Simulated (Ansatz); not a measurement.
# C2H5NS: small, medium and large basis sets

Aim: see how fast density functionals converge with the basis set for C2H5NS.

The runs use Ansatz 0.2.0, Gaussian basis; one geometry, several basis sets.

Plan: PBE0-D4/def2-SVP; ωB97M-V/def2-SVP; PBE0-D4/def2-QZVPP; ωB97M-V/def2-QZVPP; the functionals' def2-TZVPP values are taken from earlier runs.

## 1. The relaxed structure

The geometry comes from an earlier relaxation with PBE0-D4 in a triple-zeta def2 set; it is a stationary point, not always the lowest conformer.

9 atoms, charge 0, spin multiplicity 1.

Atoms are counted from 1 here; the program's logs count them from 0.

Bond lengths: N1–C2 1.363 Å, N1–H5 1.004 Å, N1–H6 1.010 Å, C2–C3 1.341 Å, C2–H7 1.086 Å, C3–S4 1.758 Å, C3–H8 1.081 Å, S4–H9 1.348 Å. Angles: C2–N1–H5 117.6°, C2–N1–H6 115.4°, H5–N1–H6 115.7°, N1–C2–C3 126.2°, N1–C2–H7 114.9°, C3–C2–H7 118.9°, C2–C3–S4 121.6°, C2–C3–H8 120.1°, S4–C3–H8 118.2°, C3–S4–H9 99.3°.

## 2. PBE0-D4 in def2-SVP

in.yaml

```yaml
crystal:
  periodic: [false, false, false]
  atoms:
    - {symbol: N, position_ang: [-0.507869, 0.865569, -0.947772]}
    - {symbol: C, position_ang: [0.392877, -0.121055, -0.679723]}
    - {symbol: C, position_ang: [0.512611, -0.790747, 0.476311]}
    - {symbol: S, position_ang: [-0.641409, -0.582751, 1.786245]}
    - {symbol: H, position_ang: [-0.738977, 1.036613, -1.909918]}
    - {symbol: H, position_ang: [-1.273407, 0.942909, -0.293521]}
    - {symbol: H, position_ang: [1.097115, -0.327640, -1.480843]}
    - {symbol: H, position_ang: [1.303857, -1.516322, 0.602268]}
    - {symbol: H, position_ang: [-0.056297, 0.447125, 2.429954]}
basis:
  gaussian: {orbitals: def2-SVP}
hamiltonian: {xc: pbe0, dispersion: d4}
output: {orbitals: {seedname: orbitals}}
```

The run is started by

```sh
> ansatz run in.yaml --threads 2 --pin off --events-out ev --progress --plain --max-ram 4352MiB
```

Further steps of the session: ωB97M-V in def2-SVP; PBE0-D4 in def2-QZVPP; ωB97M-V in def2-QZVPP.

Q: Predict the results of all the runs planned. Wanted: PBE0-D4: double and triple zeta above quadruple; ωB97M-V: double and triple zeta above quadruple.

As calculated:

```
                                       quantity          value
PBE0-D4: double and triple zeta above quadruple  8.45, 0.54 eV
ωB97M-V: double and triple zeta above quadruple  8.59, 0.52 eV
```

**Reading.** For PBE0-D4 the step from double to triple zeta gains 7.91 eV and the next only 0.54 eV. These are total energies; as a rule much of such shifts cancels in differences, which this series doesn't test. The LUMO of ωB97M-V is positive and keeps falling with the basis (2.78 to 1.67 eV): an unbound level that the basis holds in place.
